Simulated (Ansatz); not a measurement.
**[SiPH4]− (SMILES [SiH2-]P) at HSE06/STO-3G**

What is the vertical singlet–triplet gap of [SiPH4]− at HSE06/STO-3G? 

The calculation is run with Ansatz 0.2.0.

**1. The system as given**

[SiPH4]− has 6 atoms, charge -1, and is taken as a singlet. SMILES: `[SiH2-]P`. The shape is that of a GFN2-xTB optimisation. This is one conformer, not always the lowest.

Bond lengths: Si1–P2 2.225 Å, Si1–H3 1.503 Å, Si1–H4 1.503 Å, P2–H5 1.375 Å, P2–H6 1.375 Å. Angles: Si1–P2–H5 94.0°, Si1–P2–H6 94.1°, P2–Si1–H3 96.4°, P2–Si1–H4 96.5°, H5–P2–H6 91.3°, H3–Si1–H4 96.7°.

**2. A single-point energy at HSE06/STO-3G**

molecule.yaml

```yaml
basis:
  gaussian: {orbitals: STO-3G}
crystal:
  periodic: [false, false, false]
  atoms:
    - symbol: Si
      position_ang: [0.357650, -1.019850, -0.132620]
    - symbol: P
      position_ang: [-0.355230, 1.071380, 0.132600]
    - symbol: H
      position_ang: [-0.387090, -1.600590, 1.036860]
    - symbol: H
      position_ang: [-0.642080, -1.408110, -1.185860]
    - symbol: H
      position_ang: [0.407400, 1.565440, -0.899820]
    - symbol: H
      position_ang: [0.619350, 1.391730, 1.048840]
total_charge: -1
hamiltonian: {xc: {name: HSE06}}
accuracy: high
```

Launch:

```sh
ansatz run molecule.yaml --threads 1 --pin off --max-ram 2610MiB --events-out events.jsonl --progress --plain --runs-dir runs
```

Log:

```text
Warning: RAYON_NUM_THREADS=1 ignored (pool sized by the plan → 1); use --threads N
Functional definition: HSE06
  name "HSE06"
  parameter a = 0.25
  parameter omega = 0.11/bohr
  exchange = pbe_x - a*pbe_x_sr(omega) + a*exact_x_sr(omega)
  correlation = pbe_c
393 factors; integrals over basis functions are off by at most 2.7e-9 eV
61 factors; integrals over basis functions are off by at most 2.1e-9 eV
mean field evaluation 1: about -17021.9955 eV, gradient 1.4e1 eV
mean field evaluation 2: about -17022.4532 eV, gradient 9.2e0 eV
mean field evaluation 4: about -17022.8433 eV, gradient 2.2e-1 eV
mean field evaluation 8: about -17022.8226 eV, gradient 1.5e-4 eV
mean field -17022.82260840 eV, -625.5771923751 hartree, gradient 8.5e-8 eV, S^2 0.000000; 0 other end points of the search recorded, 0 dependent functions left out
reference -17022.82261030 eV, -625.5771924450 hartree; 17, 17 occupied and 5, 5 virtual orbitals, 393 factors
Total energy: -17022.82261030 eV, -625.5771924450 hartree
```

It took 0.99 s on 1 thread of AMD EPYC 9R14 (Zen 4), shared host; peak memory 0.12 GiB.

**3. The triplet at the same level**

in.yaml

```yaml
crystal:
  periodic: [false, false, false]
  atoms:
    - symbol: Si
      position_ang: [0.357650, -1.019850, -0.132620]
    - symbol: P
      position_ang: [-0.355230, 1.071380, 0.132600]
    - symbol: H
      position_ang: [-0.387090, -1.600590, 1.036860]
    - symbol: H
      position_ang: [-0.642080, -1.408110, -1.185860]
    - symbol: H
      position_ang: [0.407400, 1.565440, -0.899820]
    - symbol: H
      position_ang: [0.619350, 1.391730, 1.048840]
basis:
  gaussian: {orbitals: STO-3G}
magnetization: {spin_polarized: true, initial_magnetization: 2}
total_charge: -1
hamiltonian: {xc: {name: HSE06}}
accuracy: high
```

Launch:

```sh
ansatz run in.yaml --threads 1 --pin off --max-ram 2610MiB --events-out events.jsonl --progress --plain --runs-dir runs
```

Log, shortened:

```text
Warning: RAYON_NUM_THREADS=1 ignored (pool sized by the plan → 1); use --threads N
[... 6 set-up lines as earlier in the session ...]
393 factors; integrals over basis functions are off by at most 2.7e-9 eV
61 factors; integrals over basis functions are off by at most 2.1e-9 eV
mean field evaluation 1: about -17014.0572 eV, gradient 1.1e1 eV
mean field evaluation 2: about -17013.4417 eV, gradient 1.2e1 eV
mean field evaluation 4: about -17015.9174 eV, gradient 3.4e0 eV
mean field evaluation 8: about -17016.2068 eV, gradient 2.2e-1 eV
mean field evaluation 16: about -17016.2102 eV, gradient 8.0e-5 eV
mean field -17016.21024582 eV, -625.3341925324 hartree, gradient 6.9e-8 eV, S^2 2.002910; 2 other end points of the search recorded, 0 dependent functions left out
reference -17016.21024772 eV, -625.3341926023 hartree; 18, 16 occupied and 4, 6 virtual orbitals, 393 factors
Total energy: -17016.21024772 eV, -625.3341926023 hartree
```

Wall time 2.1 s (1 thread of AMD EPYC 9R14 (Zen 4), shared host); peak memory 0.16 GiB.

**4. Summary of results**

At HSE06/STO-3G:

| quantity | value |
| --- | --- |
| singlet: total energy | -625.57719 Eh |
| triplet: total energy | -625.33419 Eh |
| triplet: ⟨S²⟩ | 2.003 |
| vertical energy of the triplet above the singlet | 6.612 eV |

In words: At this shape the triplet lies 6.61 eV (152 kcal/mol) above the singlet. For an anion a state so high probably lies above electron detachment. In a minimal basis such a difference can be off by several eV, whatever the method.
